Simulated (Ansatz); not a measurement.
**As$_{2}$H⁺, triplet: reading a ladder of total energies**

Geometry: that of the As2H, quartet, kept fixed.

```xyz
3

As    0.0000   -0.5251    0.8030
As    0.0000   -0.4773   -1.6877
H     0.0000    1.0024    0.8847
```

Basis cc-pVDZ; Ansatz 0.2.0. Only valence electrons are correlated (noble-gas cores and the filled d shells of p-block atoms frozen), which leaves 10 electrons in 31 orbitals. R marks a restricted (for open shells ROHF) determinant. No spin–orbit coupling is included, and no scalar relativity.

Full CI isn't at hand for all of this; RCCSDTQ serves as the reference, and is uncertain by the last step of the cluster series or more.

RCCSD has a T1 diagnostic of 0.041 and a largest doubles amplitude of 0.10.

Runs differ by some tens of microhartree through their thresholds and, for an open shell, their frozen cores, so steps under 0.03 kcal/mol mean nothing.

```csv
level,total energy (hartree)
RHF,-4468.603823
RMP2,-4468.762922
RCCSD,-4468.799430
RCCSD(T),-4468.806889
RCCSDT,-4468.808435
RCCSDT(Q),-4468.808995
RCCSDTQ,-4468.809044
```

What is the correlation energy at RCCSDTQ, and what share of it do RMP2 and RCCSDT recover?

E(corr) = -4468.809044 − (-4468.603823) = -0.205221 hartree = -5.584 eV. RMP2: -0.159099 / -0.205221 = 77.53 %. RCCSDT: -0.204612 / -0.205221 = 99.70 %.

By how many kcal/mol does RCCSD(T) miss RCCSDTQ (1 hartree = 627.509 kcal/mol), and which steps make up the rest?

-4468.806889 − (-4468.809044) = 0.002155 hartree = 1.35 kcal/mol. Steps: RCCSDT − RCCSD(T) = -0.97, RCCSDT(Q) − RCCSDT = -0.35, RCCSDTQ − RCCSDT(Q) = -0.03 kcal/mol. Differences between like states or geometries often cancel part of this.
